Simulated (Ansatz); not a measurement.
`COCCC#N` → `C#CCNCO`  (isomerisation)

Program: Ansatz. Geometries: PBE0-D4/def2-TZVP. ΔE: electronic, gas phase. CCSD(T)/CBS adds triple-zeta CCSD(T) − MP2 to the extrapolated MP2 energy (def2 sets, frozen cores). Functionals use def2-TZVPP. One conformer a species, not always the lowest.

(1) Is it downhill or uphill in electronic energy at CCSD(T)/CBS, and by how much? (Estimate.)

(2) What do these levels give: PBE-D4, r2SCAN-D4, ωB97X-V, ωB97M-V, PBE0, HF/def2-TZVPP, SCS-MP2/def2-TZVPP, HF/def2-QZVPP, MP2/def2-QZVPP, SCS-MP2/def2-QZVPP, HF/CBS(def2), MP2/CBS(def2)? (An estimate is asked.)

Largest T1 diagnostic among the species: 0.012.

Answers

(1) The calculation gave: Uphill: ΔE = +31.3 kcal/mol.

(2) Computed: PBE-D4 31.2, r2SCAN-D4 32.5, ωB97X-V 33.9, ωB97M-V 32.2, PBE0 31.6, HF/def2-TZVPP 37.0, SCS-MP2/def2-TZVPP 34.9, HF/def2-QZVPP 36.8, MP2/def2-QZVPP 31.8, SCS-MP2/def2-QZVPP 33.5, HF/CBS(def2) 36.8, MP2/CBS(def2) 30.8 kcal/mol.

In def2-TZVPP, CCSD(T) changes the Hartree–Fock value by −3.4 kcal/mol (the triples alone add −0.4 kcal/mol) and MP2 by −3.8 kcal/mol.
